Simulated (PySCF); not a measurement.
Species: C5H12N (doublet state).
Structure used (GFN2-xTB), in Å, numbered top down from 1:
```xyz
18
C5H12N angstrom
C      1.7287   -0.9473   -0.8004
C      0.8238    0.0949   -0.2381
N      1.3332    0.8391    0.8410
C     -0.6599   -0.0901   -0.3134
C     -1.4098    1.2466   -0.3812
C     -1.1928   -0.9178    0.8711
H      2.7373   -0.5520   -0.9275
H      1.3634   -1.2814   -1.7698
H      1.8066   -1.8313   -0.1532
H      2.3151    1.0594    0.7447
H      0.7846    1.6585    1.0607
H     -0.8741   -0.6436   -1.2344
H     -1.0012    1.8744   -1.1704
H     -2.4634    1.0750   -0.5897
H     -1.3407    1.7810    0.5642
H     -2.2708   -1.0437    0.7936
H     -0.7263   -1.8993    0.8836
H     -0.9624   -0.4161    1.8074
```

The hyperfine couplings belong to this conformer and change with its torsions.

Identity: `C[C](N)C(C)C` [radical].

The calculation used PySCF, UKS B3LYP, pcH-1 on C H N, non-relativistic, mean-field spin-orbit, GIAO. Isolated species at its GFN2-xTB geometry (one conformer only). The geometry wasn't refined by DFT: couplings that depend on bond lengths, twists or pyramidal angles can differ widely from those at the functional's own minimum. No stability test was run, so a lower SCF solution isn't excluded.

Problem. Give the principal g shifts and their parts.

Solution. 
| Δg (ppm) | 1 | 2 | 3 |
| --- | --- | --- | --- |
| relativistic mass correction | -172 | -172 | -172 |
| gauge correction | -3 | 48 | 33 |
| orbital Zeeman/spin–orbit | 3 | 568 | 1019 |
| total | -171 | 444 | 880 |

So g = 2.00215, 2.00276, 2.00320 and g_iso = 2.00270; the tensor is rhombic: the two nearest values differ by 41 % of g3 − g1. Axes: g2 points within 11° of the C2–N3 bond.

Problem. How much does each term add to the isotropic shift?

Solution. The orbital-Zeeman/spin–orbit term 530, the mass correction -172 and the gauge correction 26 ppm, for a total of 385 ppm. The orbital-Zeeman/spin–orbit term is the largest in size. The mass correction is the same along every axis, so the anisotropy comes from the other two: their spans along these axes are 50 (gauge) and 1015 ppm (orbital Zeeman/spin–orbit).

Problem. What effective moment and Curie constant follow for a powder?

Solution. With the mean of g² = 4.0108 and S(S+1) = 0.75: μ_eff = √(⟨g²⟩S(S+1)) = 1.734 μB and χT = 0.12505·⟨g²⟩·S(S+1) = 0.376 cm³ K/mol (cgs; spin-Hamiltonian part alone).

Problem. At 33.826 GHz, how far is the centre of the isotropic spectrum from where a free electron (g = 2.002319) resonates?

Solution. B = hν/(g μB) with μB/h = 13.99624 MHz/mT gives 1207.00 mT for the free electron and 1206.76 mT at g_iso, 0.23 mT lower.

Problem. In a frozen sample, at which fields do the three g values resonate at 9.5, 34, 94 and 263 GHz (hyperfine left aside), and which band first spreads them over more than twice a line width of 0.5 mT?

Solution. 
```
band    GHz  B(g3) mT  B(g2) mT  B(g1) mT  spread mT
   X    9.5    338.83    338.91    339.01       0.18
   Q   34.0   1212.67   1212.94   1213.31       0.64
   W   94.0   3352.68   3353.41   3354.44       1.76
   J  263.0   9380.37   9382.41   9385.29       4.92
```

The spread grows in proportion to the frequency. W band is the first where it exceeds 1.0 mT.

The Mulliken spin populations are largest on C2 (+0.83), N3 (+0.13), H9 (+0.07) and C1 (-0.07). No atom but C2 exceeds +0.15. The positive populations add up to 1.12 and the negative ones to -0.12, together 2S = 1. The angles at C2 add up to 353.4°, so it is slightly pyramidal.

The HOMO–LUMO gaps are 4.48 eV among the α and 7.52 eV among the β orbitals.

Time: 44 s (with the writing of density and orbital grids); peak memory 0.97 GiB. Hardware: one thread of an Arm Neoverse V2, shared host with 96 logical CPUs at a one-minute load of 45.
